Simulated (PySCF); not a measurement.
# Which functional comes closest?

Molecule: `[SiH3]C`, CH$_{6}$Si.

Mapped SMILES: `[CH3:1][SiH3:2]`; H(Xn) means a hydrogen on atom n.

Geometry PBE0-D3(BJ)/def2-SVP throughout; GIAO in PySCF, gas phase, one conformer, non-relativistic; equivalent atoms averaged; basis pcSseg-2.

Reference values (measured; C. Corminboeuf, T. Heine, J. Weber, Chem. Phys. Lett. 357 (2002) 1): δ(Si2) = -65.2 ppm vs TMS. Computed shifts are taken against TMS, calculated as an isolated molecule at each level.

How do the functionals HF, LDA, PBE, BLYP, BP86, OPBE, KT2, KT3, B97-D, B3LYP, PBE0, mPW1PW91, WP04, B97-2, BHandHLYP, CAM-B3LYP, wB97X-D, LC-wPBE perform against the reference? Times are CPU seconds on 1 thread of an Arm Neoverse V1, shared host; the GGAs took longer than the global hybrids here, which isn't the general rule, and the cause wasn't traced.

Answers


```
functional                    kind    Si2  abs. error Si  core-s
        HF            Hartree–Fock  -61.1            4.1     2.8
       LDA                     LDA  -81.5           16.3     7.6
       PBE                     GGA  -74.6            9.4     8.8
      BLYP                     GGA  -75.9           10.7     8.8
      BP86                     GGA  -73.9            8.7     8.8
      OPBE                     GGA  -66.8            1.6     9.3
       KT2                     GGA  -73.0            7.8     9.3
       KT3                     GGA  -68.3            3.1     9.3
     B97-D                     GGA  -70.8            5.6     8.9
     B3LYP           global hybrid  -72.4            7.2     5.9
      PBE0           global hybrid  -70.3            5.1     5.4
  mPW1PW91           global hybrid  -69.5            4.3     5.5
      WP04           global hybrid  -62.8            2.4     6.2
     B97-2           global hybrid  -68.1            2.9     5.9
 BHandHLYP           global hybrid  -68.0            2.8     5.8
 CAM-B3LYP  range-separated hybrid  -72.9            7.7     7.8
   wB97X-D  range-separated hybrid  -70.3            5.1     7.7
   LC-wPBE  range-separated hybrid  -69.0            3.8      11
```

For 29Si the closest is OPBE (1.6 ppm) and the furthest LDA (16.3 ppm). One molecule is a small sample, and vibrational and solvent effects are absent from the calculation.
